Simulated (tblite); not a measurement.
4-methylthiazole, C4H5NS.
SMILES with atom numbers: `[CH3:1][c:2]1[cH:3][s:4][cH:5][n:6]1` (hydrogens: H7, H8, H9 on C1; H10 on C3; H11 on C5)

Computed with GFN2-xTB (tblite), gas phase: Langevin dynamics at 200 K from the optimised GFN2-xTB geometry, time step 0.5 fs, friction 0.01 fs⁻¹, 2000 steps. The instantaneous temperature is 2·E(kin)/(3Nk) with all 3N coordinates.

```json
{"t (fs)": "0", "T (K)": "176", "E(pot) above start (eV)": "0.000", "C1–C2 (Å)": "1.489", "C2–C3 (Å)": "1.362", "C3–S4 (Å)": "1.721", "S4–C5 (Å)": "1.737", "C5–N6 (Å)": "1.278", "C1–H7 (Å)": "1.086"}
{"t (fs)": "50", "T (K)": "118", "E(pot) above start (eV)": "0.124", "C1–C2 (Å)": "1.463", "C2–C3 (Å)": "1.345", "C3–S4 (Å)": "1.702", "S4–C5 (Å)": "1.777", "C5–N6 (Å)": "1.265", "C1–H7 (Å)": "1.095"}
{"t (fs)": "100", "T (K)": "183", "E(pot) above start (eV)": "0.122", "C1–C2 (Å)": "1.484", "C2–C3 (Å)": "1.360", "C3–S4 (Å)": "1.738", "S4–C5 (Å)": "1.742", "C5–N6 (Å)": "1.280", "C1–H7 (Å)": "1.090"}
{"t (fs)": "150", "T (K)": "157", "E(pot) above start (eV)": "0.182", "C1–C2 (Å)": "1.470", "C2–C3 (Å)": "1.377", "C3–S4 (Å)": "1.748", "S4–C5 (Å)": "1.736", "C5–N6 (Å)": "1.284", "C1–H7 (Å)": "1.099"}
{"t (fs)": "200", "T (K)": "156", "E(pot) above start (eV)": "0.210", "C1–C2 (Å)": "1.478", "C2–C3 (Å)": "1.372", "C3–S4 (Å)": "1.761", "S4–C5 (Å)": "1.719", "C5–N6 (Å)": "1.309", "C1–H7 (Å)": "1.076"}
{"t (fs)": "250", "T (K)": "175", "E(pot) above start (eV)": "0.187", "C1–C2 (Å)": "1.472", "C2–C3 (Å)": "1.356", "C3–S4 (Å)": "1.723", "S4–C5 (Å)": "1.755", "C5–N6 (Å)": "1.265", "C1–H7 (Å)": "1.087"}
{"t (fs)": "300", "T (K)": "143", "E(pot) above start (eV)": "0.207", "C1–C2 (Å)": "1.495", "C2–C3 (Å)": "1.382", "C3–S4 (Å)": "1.681", "S4–C5 (Å)": "1.780", "C5–N6 (Å)": "1.274", "C1–H7 (Å)": "1.107"}
{"t (fs)": "350", "T (K)": "169", "E(pot) above start (eV)": "0.234", "C1–C2 (Å)": "1.490", "C2–C3 (Å)": "1.349", "C3–S4 (Å)": "1.727", "S4–C5 (Å)": "1.783", "C5–N6 (Å)": "1.272", "C1–H7 (Å)": "1.101"}
{"t (fs)": "400", "T (K)": "168", "E(pot) above start (eV)": "0.306", "C1–C2 (Å)": "1.526", "C2–C3 (Å)": "1.381", "C3–S4 (Å)": "1.758", "S4–C5 (Å)": "1.804", "C5–N6 (Å)": "1.275", "C1–H7 (Å)": "1.071"}
{"t (fs)": "450", "T (K)": "238", "E(pot) above start (eV)": "0.222", "C1–C2 (Å)": "1.486", "C2–C3 (Å)": "1.377", "C3–S4 (Å)": "1.712", "S4–C5 (Å)": "1.764", "C5–N6 (Å)": "1.270", "C1–H7 (Å)": "1.105"}
{"t (fs)": "500", "T (K)": "177", "E(pot) above start (eV)": "0.231", "C1–C2 (Å)": "1.484", "C2–C3 (Å)": "1.383", "C3–S4 (Å)": "1.731", "S4–C5 (Å)": "1.721", "C5–N6 (Å)": "1.314", "C1–H7 (Å)": "1.058"}
{"t (fs)": "550", "T (K)": "255", "E(pot) above start (eV)": "0.135", "C1–C2 (Å)": "1.465", "C2–C3 (Å)": "1.363", "C3–S4 (Å)": "1.683", "S4–C5 (Å)": "1.730", "C5–N6 (Å)": "1.276", "C1–H7 (Å)": "1.116"}
{"t (fs)": "600", "T (K)": "187", "E(pot) above start (eV)": "0.133", "C1–C2 (Å)": "1.501", "C2–C3 (Å)": "1.336", "C3–S4 (Å)": "1.702", "S4–C5 (Å)": "1.764", "C5–N6 (Å)": "1.268", "C1–H7 (Å)": "1.065"}
{"t (fs)": "650", "T (K)": "157", "E(pot) above start (eV)": "0.323", "C1–C2 (Å)": "1.490", "C2–C3 (Å)": "1.385", "C3–S4 (Å)": "1.722", "S4–C5 (Å)": "1.768", "C5–N6 (Å)": "1.297", "C1–H7 (Å)": "1.138"}
{"t (fs)": "700", "T (K)": "235", "E(pot) above start (eV)": "0.250", "C1–C2 (Å)": "1.471", "C2–C3 (Å)": "1.399", "C3–S4 (Å)": "1.729", "S4–C5 (Å)": "1.740", "C5–N6 (Å)": "1.269", "C1–H7 (Å)": "1.063"}
{"t (fs)": "750", "T (K)": "275", "E(pot) above start (eV)": "0.265", "C1–C2 (Å)": "1.491", "C2–C3 (Å)": "1.334", "C3–S4 (Å)": "1.724", "S4–C5 (Å)": "1.692", "C5–N6 (Å)": "1.286", "C1–H7 (Å)": "1.121"}
{"t (fs)": "800", "T (K)": "256", "E(pot) above start (eV)": "0.256", "C1–C2 (Å)": "1.495", "C2–C3 (Å)": "1.326", "C3–S4 (Å)": "1.718", "S4–C5 (Å)": "1.714", "C5–N6 (Å)": "1.274", "C1–H7 (Å)": "1.069"}
{"t (fs)": "850", "T (K)": "212", "E(pot) above start (eV)": "0.234", "C1–C2 (Å)": "1.465", "C2–C3 (Å)": "1.400", "C3–S4 (Å)": "1.718", "S4–C5 (Å)": "1.758", "C5–N6 (Å)": "1.241", "C1–H7 (Å)": "1.066"}
{"t (fs)": "900", "T (K)": "117", "E(pot) above start (eV)": "0.293", "C1–C2 (Å)": "1.451", "C2–C3 (Å)": "1.377", "C3–S4 (Å)": "1.728", "S4–C5 (Å)": "1.776", "C5–N6 (Å)": "1.275", "C1–H7 (Å)": "1.122"}
{"t (fs)": "950", "T (K)": "174", "E(pot) above start (eV)": "0.272", "C1–C2 (Å)": "1.490", "C2–C3 (Å)": "1.342", "C3–S4 (Å)": "1.683", "S4–C5 (Å)": "1.751", "C5–N6 (Å)": "1.290", "C1–H7 (Å)": "1.050"}
{"t (fs)": "1000", "T (K)": "216", "E(pot) above start (eV)": "0.173", "C1–C2 (Å)": "1.488", "C2–C3 (Å)": "1.378", "C3–S4 (Å)": "1.739", "S4–C5 (Å)": "1.725", "C5–N6 (Å)": "1.281", "C1–H7 (Å)": "1.136"}
```

**Question.** From 500 fs on, how do temperature and potential energy compare with equipartition?

**Answer.** The mean temperature of these 11 frames is 206 K against the target 200 K, and the mean potential energy 0.23 eV against 27 × kT/2 = 0.23 eV for 27 classical harmonic modes. For 11 atoms in a canonical ensemble the temperature itself scatters by T·√(2/(3N)) = 49 K; here its standard deviation is 46 K. The whole run lasts only 10 friction times of 100 fs, so these averages carry a wide statistical error.

**Question.** What are the kinetic and total energies of the listed frame with the highest potential energy?

**Answer.** The one at 650 fs, 0.323 eV above the start. Its kinetic energy is 3NkT/2 = 0.224 eV at 157 K, so the sum is 0.55 eV; over the listed frames the sum runs from 0.25 to 0.66 eV, since the thermostat adds and removes energy.

**Question.** How much do the listed bonds fluctuate from 500 fs on?

**Answer.** 
| bond | at the start (Å) | mean (Å) | standard deviation (Å) |
| --- | --- | --- | --- |
| C1–C2 | 1.489 | 1.481 | 0.015 |
| C2–C3 | 1.362 | 1.366 | 0.026 |
| C3–S4 | 1.721 | 1.716 | 0.018 |
| S4–C5 | 1.737 | 1.740 | 0.025 |
| C5–N6 | 1.278 | 1.279 | 0.018 |
| C1–H7 | 1.086 | 1.091 | 0.033 |

The motion is classical and holds no zero-point motion.

The cost below is that of the whole dynamics run. Hardware: one thread of an INTEL XEON PLATINUM 8581C at 2.10 GHz, shared host with 80 logical CPUs at a one-minute load of 44. Cost: 8.8 s, 0.18 GiB resident at most.
